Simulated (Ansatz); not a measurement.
System: antifluorite Mg₂Ge. Method: revPBE in Ansatz (plane waves, PAW).

Settings: plane-wave cutoff 520 eV, 10×10×10 k mesh, Fermi–Dirac smearing 0.01 eV, scalar-relativistic PAW data made under PBE.

Energies at three volumes about the minimum:

| V (Å³/atom) | E − E_lowest (meV/atom) |
|---|---|
| 22.133 | 1.38 |
| 22.585 | 0.00 |
| 23.036 | 1.29 |

Q: Fit a parabola by hand: where is the minimum, what lattice constant follows, and what is the bulk modulus?

A: Slopes: (0.00 − 1.38)/(22.585 − 22.133) = -3.053 and (1.29 − 0.00)/(23.036 − 22.585) = 2.860 meV/Å³. Curvature E″ = 2 × (2.860 − (-3.053))/(23.036 − 22.133) = 13.096 meV/Å⁶. From the middle of the first interval, the slope vanishes at V0 = 22.3590 − (-3.053)/13.096 = 22.592 Å³/atom. B = V0 E″ = 22.592 × 13.096 meV/Å³ × 0.1602 GPa per meV/Å³ = 47.4 GPa. With 12 atoms in the cube, a = (12 × 22.592)^(1/3) = 6.472 Å. The full Birch–Murnaghan fit to all volumes gives V0 = 22.585 Å³/atom and B0 = 47.3 GPa.

Measured, for comparison: lattice constant a 6.385 Å (temperature not stated, no zero-point or thermal correction; as tabulated in Grosch, Range, J. Alloys Compd. 235, 250 (1996)).

Ansatz is a first-principles code.
